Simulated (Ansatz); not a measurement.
Reaction (atomization): `FC1C=CO1` → 3 C• + F• + 3 H• + O•

Computed with Ansatz on PBE0-D4/def2-TZVP structures; ΔE is electronic, products minus reactants. CCSD(T)/CBS is the MP2 limit (def2-TZVPP, def2-QZVPP) plus CCSD(T) − MP2 in def2-TZVPP, frozen cores. This one scheme is used for every species, atoms too. Functionals use def2-TZVPP. B3LYP here is the variant with VWN-RPA as its local correlation; programs differ in this. HSE06 is defined as in plane-wave codes. No spin–orbit coupling; open shells (•) take unrestricted orbitals. Spin–orbit coupling would lower the free atoms: a little for C, F, O.

`FC1C=CO1`:

Z-matrix (Å, degrees):
```
C
C 1 1.501
C 1 1.929 2 43.5
F 1 1.345 2 119.0 3 117.4
O 1 1.454 2 88.9 3 3.4
H 1 1.093 2 117.4 3 -107.9
H 2 1.075 1 136.1 3 174.1
H 3 1.082 1 168.2 2 -156.3
```

```tsv
level	ΔE (kJ/mol)	difference from CCSD(T)/CBS
LDA (SPW92)	4056.2	665.7
PBE-D4	3556.4	165.9
revPBE-D4	3436.7	46.2
r2SCAN-D4	3418.7	28.2
B97M-V	3401.0	10.5
PBE0-D4	3438.6	48.1
B3LYP-D4	3384.4	-6.1
r2SCANh-D4	3381.4	-9.1
r2SCAN0-D4	3327.9	-62.6
HSE06-D4	3442.7	52.2
BHLYP-D4	3221.0	-169.5
ωB97X-V	3405.2	14.7
ωB97M-V	3411.3	20.8
B2PLYP	3361.6	-28.9
PBE-QIDH	3389.6	-0.9
PBE	3544.0	153.5
revPBE	3390.2	-0.3
BLYP	3386.6	-3.9
r2SCAN	3415.8	25.3
PBE0	3428.4	37.9
B3LYP	3364.4	-26.1
r2SCANh	3378.4	-12.1
r2SCAN0	3324.5	-66.0
HSE06	3433.4	42.9
BHLYP	3207.6	-182.9
CAM-B3LYP	3399.3	8.8
LC-ωPBE	3425.0	34.5
MP2/def2-SVP	3323.5	-67.0
CCSD/def2-SVP	3178.0	-212.5
CCSD(T)/def2-SVP	3229.6	-160.9
HF/def2-TZVPP	2323.6	-1066.9
MP2/def2-TZVPP	3414.2	23.7
CCSD/def2-TZVPP	3220.8	-169.7
CCSD(T)/def2-TZVPP	3296.0	-94.5
HF/def2-QZVPP	2328.0	-1062.5
MP2/def2-QZVPP	3470.0	79.5
SCS-MP2/def2-QZVPP	3415.7	25.2
HF/CBS(def2)	2328.7	-1061.8
MP2/CBS(def2)	3508.7	118.2
CCSD/CBS(def2)	3315.3	-75.2
CCSD(T)/CBS	3390.5	0
```

Largest T1 diagnostic among the species: 0.014.

From BLYP to BHLYP (50 % exact exchange), in def2-TZVPP and without D4, ΔE moves by −179.1 kJ/mol: exact exchange takes away binding that semilocal exchange gives to molecules. In def2-TZVPP, CCSD(T) changes the Hartree–Fock value by +972.4 kJ/mol (the triples alone add +75.2 kJ/mol) and MP2 by +1090.6 kJ/mol; breaking electron pairs costs correlation energy, which Hartree–Fock lacks.

For atomizations the MP2-based limit and the directly extrapolated one differ by several kJ/mol either way, and by 10 to 25 for some Ge, Se and Sn compounds, so smaller differences from it don't rank the levels.
